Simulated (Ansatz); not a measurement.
# Worked example: correlation energy of Cr–CH$_{2}$⁺, octet

Geometry: that of the Cr–CH2⁺, sextet, kept fixed.

```xyz
4

Cr    0.0000    0.0000    0.4427
C     0.0000    0.0000   -1.5507
H     0.0000    0.8969   -2.1783
H     0.0000   -0.8969   -2.1783
```

Basis def2-SVP; Ansatz 0.2.0. Correlated methods freeze the noble-gas cores, which leaves 11 electrons in 45 orbitals. R marks a restricted (for open shells ROHF) determinant, U an unrestricted one. No spin–orbit coupling is included, and no scalar relativity. The metal's outer-core shells are frozen, which leaves out core–valence correlation.

Full CI isn't at hand for all of this; UCCSDT(Q) serves as the reference, and is uncertain by the last step of the cluster series or more.

UCCSD has a T1 diagnostic of 0.016 and a largest doubles amplitude of 0.03.

Runs differ by some tens of microhartree through their thresholds and, for an open shell, their frozen cores, so steps under 0.03 kcal/mol mean nothing.

Here the R and U totals at CCSDT(Q) differ by 0.12 kcal/mol, a measure of how far such totals hang on the determinant and its frozen core.

```tsv
level	total energy (hartree)
UHF	-1081.841052
UMP2	-1081.990152
UCCSD	-1082.015040
UCCSD(T)	-1082.018629
UCCSDT	-1082.019287
UCCSDT(Q)	-1082.019308
```

Problem. What is the correlation energy at UCCSDT(Q), and what share of it do UMP2 and UCCSD recover?

Solution. E(corr) = -1082.019308 − (-1081.841052) = -0.178256 hartree = -4.851 eV. UMP2: -0.149100 / -0.178256 = 83.64 %. UCCSD: -0.173988 / -0.178256 = 97.61 %.

Problem. By how many kcal/mol does UCCSD(T) miss UCCSDT(Q) (1 hartree = 627.509 kcal/mol), and which steps make up the rest?

Solution. -1082.018629 − (-1082.019308) = 0.000679 hartree = 0.43 kcal/mol. Steps: UCCSDT − UCCSD(T) = -0.41, UCCSDT(Q) − UCCSDT = -0.01 kcal/mol. That is within 1 kcal/mol of the reference in this basis, which itself misses far more of the correlation at the basis-set limit.
